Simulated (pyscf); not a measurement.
HO–SiH₂–O–Ti(OH)(OH)–Cl (SMILES O[SiH2][O][Ti]([OH])([OH])[Cl]) + H₂ (SMILES [H][H]) → HO–SiH₃ (SMILES O[SiH3]) + HO–Ti(OH)(OH)–Cl (SMILES [OH][Ti]([OH])([OH])[Cl]) (multi-bond step; singlet surface; O–Ti, H–H, O–Si broken, H–O, O–Ti, H–Si formed). Optimised with ωB97X-D3(BJ)/def2-SVP in PySCF. Energies in eV from the separated reactants.

```
level                   barrier  reaction energy
----------------------  -------  ---------------
ωB97X-D3(BJ)/def2-TZVP     1.99            +1.33
PBE/def2-TZVP              1.83            +1.08
B3LYP-D3(BJ)/def2-TZVP        ?                ?
PBE0-D3(BJ)/def2-TZVP      1.85            +1.17
M06-2X/def2-TZVP           2.01            +1.34
ωB97M-D3(BJ)/def2-TZVP        ?            +1.21
```

### Question
Fill in the missing entries.

### Answer

- B3LYP-D3(BJ)/def2-TZVP, barrier: 2.08
- B3LYP-D3(BJ)/def2-TZVP, reaction energy: +1.27
- ωB97M-D3(BJ)/def2-TZVP, barrier: 2.03

The functionals in the table span 0.25 eV in this barrier, from PBE to B3LYP-D3(BJ). On the reactant side the descent ends in an adduct with a Si–Ti contact (not fully relaxed), 0.01 eV over the separated species and 1.97 eV under the saddle at ωB97X-D3(BJ)/def2-TZVP. On the product side the descent ends in an adduct with a O–Ti, O–Si contact, 0.44 eV under the separated species and 1.10 eV under the saddle at ωB97X-D3(BJ)/def2-TZVP. What is counted as broken (O–Ti, O–Si) persists as a longer contact in the product adduct; parting that adduct is a step of its own. At the saddle there is also a short H–Si contact that neither side keeps. One saddle was located; it need not be the lowest between these sides.
